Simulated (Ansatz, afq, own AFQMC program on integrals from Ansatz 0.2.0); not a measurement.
Two steps: Ansatz 0.2.0 writes the Fock matrix and Cholesky factors of the valence space, and afq projects on them the lowest state that overlaps trial and start.

```yaml
crystal:
  periodic: [false, false, false]
  atoms:
    - {symbol: Te, position_ang: [0.000000, 0.000000, 0.000000]}
basis:
  gaussian: {orbitals: def2-SVP}
magnetization: {spin_polarized: true, initial_magnetization: 2}
correlation: {method: ccsd_t, electrons: outside_noble_gas, hamiltonian_folder: ham}
```

```sh
$ ansatz run in.yaml --threads 1 --pin off --events-out ev --progress --plain --max-ram 1382MiB
```

Options of the walk:

```
--method phaseless --trial cisd --walkers 190 --populations 1 --least-time 40 --time-step 0.005 --steps-per-block 50 --equilibration-blocks 28 --max-blocks 300 --target-error 0.00029 --factor-cut 1e-05 --start spin_pure --seed 7348 --release-times 0.24,0.51,0.99,1.62,2.4 --release-step 0.03 --release-every 4 --taylor-order 6
```

Times are imaginary, in 1/Eh. The walk had a cap of 519 s. Filled inner d shells are frozen with the cores. Core potentials past Kr, no spin–orbit coupling.

afq prints:

```
orbitals 17  electrons 4 2  factors 99 of 144
reference energy -266.99681262 Eh
CCSD correlation -0.07363624 Eh in 8 cycles, weight of the determinant in the CISD state 0.9490
energy of the start -267.070413 Eh
 block  time / (1/Eh)  mean weight  energy / Eh
     1     0.250  1.0004  -267.070128
     2     0.500  0.9997  -267.070172
     3     0.750  0.9997  -267.070479
     4     1.000  0.9999  -267.070517
     5     1.250  0.9994  -267.070701
     7     1.750  0.9997  -267.070904
     9     2.250  1.0003  -267.071244
    13     3.250  1.0007  -267.071502
    21     5.250  0.9994  -267.070989
    25     6.250  0.9998  -267.070762
    29     7.250  0.9996  -267.071117
    37     9.250  0.9995  -267.072364
    45    11.250  1.0006  -267.071209
    53    13.250  0.9998  -267.071659
    61    15.250  0.9999  -267.071292
    69    17.250  1.0003  -267.071819
    77    19.250  1.0002  -267.071171
    85    21.250  1.0008  -267.071439
    93    23.250  1.0002  -267.071551
   101    25.250  1.0001  -267.072279
   109    27.250  1.0008  -267.071112
   117    29.250  1.0001  -267.071725
   125    31.250  1.0006  -267.071074
   133    33.250  1.0003  -267.071644
   141    35.250  0.9972  -267.071257
   149    37.250  1.0006  -267.070826
   157    39.250  1.0007  -267.071012
   165    41.250  1.0003  -267.071070
   173    43.250  1.0003  -267.071284
   181    45.250  1.0001  -267.071512
   185    46.250  1.0015  -267.071462
blocks merged  error / Eh  count
     1  0.000030  160
     2  0.000036  80
     4  0.000039  40
     8  0.000043  20
    16  0.000041  10
released: time / (1/Eh)  energy / Eh  error  mean overlap
  0.24  -267.071411  0.000056  0.9982
  0.51  -267.071445  0.000045  0.9978
  0.99  -267.071451  0.000036  0.9938
  1.62  -267.071439  0.000051  0.9951
  2.40  -267.071485  0.000049  0.9991
energy -267.071438 +/- 0.000043 Eh
(rows thinned)
```

The run passed its tests (sampling time, drift between the halves within three errors, error under three times the target), which doesn't prove that it has relaxed. The second half of the sampling lies above the first by 1.9 errors of their difference, so the energy may still be moving and its error bar be too small.

Against this walk (error 1.2 meV) on the same determinant: CCSD(T) 6.2 meV higher, CCSDT(Q) 1.1 meV lower (within the noise), CCSDTQ 1.7 meV lower (within the noise), full CI 1.7 meV lower (within the noise). The error is statistical and leaves out the bias of the constraint. Released to 2.40 1/Eh the energy moves by -1.3 ± 1.8 meV (both errors), within twice the noise.

Cautions: constraint bias not in the error; no spin-orbit coupling; inner d shell frozen.

The walk took 99 s on 1 thread of Arm Neoverse V1, with other jobs on the host. The log's last line is the phaseless energy.

CCSDT and higher add their correlation energy to the determinant of the CCSD(T) run, since their own runs factorise the integrals more tightly (a shift of under 2 meV). A walk keeps the symmetry of its determinant, which the program's search chose and which needn't be the lowest solution, so a lower state of the same spin and another symmetry isn't excluded.
